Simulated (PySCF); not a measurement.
These 2 structures share the formula C3H6F2O. Method: PySCF 2.14.0, PBE0-D3(BJ)/def2-SVP geometry optimisation, gas phase. One conformer each; no zero-point energy, no entropy. No frequencies were run at this level. Point groups hold within 0.08 Å.

Question: Rank from lowest to highest electronic energy at this level (kcal/mol).
A. `[CH3:1][O:2][C@H:3]([F:4])[CH2:5][F:6]` with C1–O2–C3–F4 -72°, O2–C3–C5–F6 -69°
B. `[CH3:1][CH2:2][O:3][CH:4]([F:5])[F:6]` with C1–C2–O3–C4 -174°, C2–O3–C4–F5 -68°

Answer: B (0.0), A (15.0).

As drawn, the lower has two fluorines on one carbon, which the higher lacks.

```csv
SMILES,E (Eh),E rel (kcal/mol),dipole (D),point group,"A, B, C (MHz)"
CCOC(F)F,-392.14173,0.0,2.79,C1,"8229, 1994, 1710"
CO[C@H](F)CF,-392.11782,15.0,1.32,C1,"5363, 2559, 1860"
```

Q: How do the relative energies change in single points at wB97X-D/pcSseg-2 (no added dispersion term) on the same geometries?

A: 
| SMILES | PBE0-D3(BJ)/def2-SVP (kcal/mol) | wB97X-D/pcSseg-2 (kcal/mol) | shift |
| --- | --- | --- | --- |
| CCOC(F)F | 0.0 | 0.0 | 0.0 |
| CO[C@H](F)CF | 15.0 | 13.1 | -1.9 |

Each column counts from its own lowest isomer. The order is unchanged; the largest shift is 1.9 kcal/mol.

Q: As an exercise, what shares would exp(−E/RT) give at 2000 K from these electronic energies alone (no entropy, no degeneracies)?

A: RT = 3.974 kcal/mol: CCOC(F)F 97.8 %, CO[C@H](F)CF 2.2 %.
